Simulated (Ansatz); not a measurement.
fcc Al, treated with PBE0 in Ansatz (PAW).

Output (set-up and result lines):

```
WARN output.stress: scf.exx.energy_threshold = 1e-6 eV is looser than the 1e-8 eV advised for a stress under a hybrid functional (1e-8 eV for each atom of the …
Crystal: 1 atoms, lattice volume = 15.335 Å³
Basis set: ecut = 460 eV, 331 PW (Γ), exchange–correlation on 40×40×40 points (8 copies of the dense FFT grid, shifted against one another)
Bands: 6, of which v1, the nominal top of the filled ones, is band 2 counted from 1 (1 counted from 0)
Symmetry: 48 space group operations
Space group: Fm-3m (ITA 225), of the structure as read, at distance tolerance 2.5e-5 Å
k-points: 104 of 2744
Functional: x = pbe(κ = 0.804, μ = 0.2195149727645171), c = pbe(β = 0.06672455060314922), warm-up for x = 0.75 pbe(κ = 0.804, μ = 0.2195149727645171) + 0.25 exact, c = pbe(β = 0.06672455060314922)
SCF iter   1: F=—  HF=-537.472477 eV  |F-HF|=—  |Δ(HF+E_count)|=         —  Δρ=6.53e-4  dr2=2.59e-5
SCF iter   2: F=—  HF=-537.472522 eV  |F-HF|=—  |Δ(HF+E_count)|=   4.47e-5  Δρ=3.31e-4  dr2=6.49e-6
  ...
SCF 1 converged in 4 iterations: F = -537.472536 eV  dr2 = 4.05e-11
Crystal: 1 atoms, lattice volume = 15.335 Å³
Initial density: handed on by an earlier stage of this run
Functional: x = 0.75 pbe(κ = 0.804, μ = 0.2195149727645171) + 0.25 exact, c = pbe(β = 0.06672455060314922)
SCF 2 converged in 5 iterations: F = -537.969556 eV  dr2 = 1.47e-11
Crystal: 1 atoms, lattice volume = 15.335 Å³
SCF 3 converged in 5 iterations: F = -537.970714 eV  dr2 = 4.08e-11
Crystal: 1 atoms, lattice volume = 15.335 Å³
Crystal: 1 atoms, lattice volume = 15.335 Å³
SCF 5 converged in 7 iterations: F = -537.971241 eV  dr2 = 1.58e-11
Crystal: 1 atoms, lattice volume = 15.335 Å³
SCF 6 converged in 2 iterations: F = -537.971241 eV  dr2 = 1.75e-11
Crystal: 1 atoms, lattice volume = 15.335 Å³
Crystal: 1 atoms, lattice volume = 15.335 Å³
SCF 8 converged in 3 iterations: F = -537.971241 eV  dr2 = 8.65e-11
Crystal: 1 atoms, lattice volume = 15.335 Å³
Crystal: 1 atoms, lattice volume = 15.335 Å³
SCF iter   4: F=—  HF=-537.971241 eV  |F-HF|=—  |Δ(HF+E_count)|=   1.54e-8  Δρ=8.54e-7  dr2=1.23e-10
SCF iter   5: F=-537.971241 eV  HF=-537.971241 eV  |F-HF|=1.14e-13  |Δ(HF+E_count)|=  7.84e-12  Δρ=1.44e-8  dr2=9.56e-14
SCF 10 converged in 5 iterations: F = -537.971241 eV  dr2 = 9.56e-14
Free energy (F): -537.971241 eV
Internal energy: -537.970254 eV  (E = F + TS)
E sigma→0 (E₀):  -537.970747 eV
Fermi energy:    8.739802 eV
--- Stress (GPa, compression-positive) ---
        4.666133      -0.000000       0.000000
       -0.000000       4.666133      -0.000000
       -0.000000       0.000000       4.666133
  P = ⅓ Tr σ = 4.6661 GPa (46.661 kbar)
```

Task: Write an input file that could have produced this run (the log leaves some choices open).

Result: This is not unique; one that fits is 
Ansatz 0.2 input:
```yaml
crystal:
  lattice:
    - [0.0, 1.9719029163, 1.9719029163]
    - [1.9719029163, 0.0, 1.9719029163]
    - [1.9719029163, 1.9719029163, 0.0]
  atoms:
    - { symbol: Al, position: [0.0, 0.0, 0.0] }
basis:
  ecutwfc: 460
  ecutrho_ratio: 4
  xc_grid: 2
kpoints:
  mp_grid: { grid: [14, 14, 14] }
hamiltonian:
  xc: pbe0
  dispersion: none
  pseudopotentials: { kind: paw }
scf:
  occupations: { method: fermi_dirac, width: 0.05 }
  convergence: { dr2_threshold: 0.0000000001 }
output:
  forces: false
  stress: true
  eigenvalues: true
```

The cell is one volume of an energy–volume scan, off the minimum.

The PAW data were made under PBE.

Note: the run warned that the count of filled bands differs between k points.

Cost on a shared machine: about 2.4 core-minutes (a rough figure).

Ansatz is an electronic-structure program.
